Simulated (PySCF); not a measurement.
BClH3 (charge -1).
Structure used (PBE0-D3(BJ)/def2-SVP), in Å, numbered top down from 1:
```xyz
5
BClH3 angstrom
B      0.4448    0.0927    0.2697
Cl     2.3854    0.1258    0.1659
H      0.0170   -0.5278   -0.7136
H      0.0386    1.2631    0.2619
H      0.1248   -0.4768    1.3223
```

Level of theory: delta-SCF UKS SCAN, pcX-2 on the ionised atom, pcseg-1 elsewhere, spin-free X2C (PySCF 2.14.0). These are vertical core ionisation energies against the vacuum level, from separate self-consistent calculations with and without the core hole.

One binding energy is withheld.

| atom(s) | bonded to | level | binding energy (eV) |
| --- | --- | --- | --- |
| B1 | Cl and 3 H | B 1s | ? |
| Cl2 | B | Cl 1s | 2821.90 |
| Cl2 | B | Cl 2p3/2 | 199.30 |

Q: Fill in B 1s for B1.

A: 189.17 eV (four-coordinate boron).

Q: Express the binding energy of Cl 1s of Cl2 (atom 2) in atomic units and per mole.

A: 2821.90 eV = 103.7029 Eh = 272272 kJ/mol.

For 2p shells one spin-free hole was relaxed; a mean-field spin–orbit operator and the ground-state splitting of the three 2p orbitals were then diagonalised within the shell. The shell's mean is (2 × 2p3/2 + 2p1/2)/3, and the degeneracies 2j + 1 give areas of 2:1. 2p1/2 minus 2p3/2 (ligand field included): Cl 1.65 eV. The species carries charge -1, so core ionisation leaves a neutral species. The basis sets have no added diffuse functions. Isolated species at its PBE0-D3(BJ)/def2-SVP geometry, gas phase. The geometry's basis has no diffuse functions, a weakness for an anion.
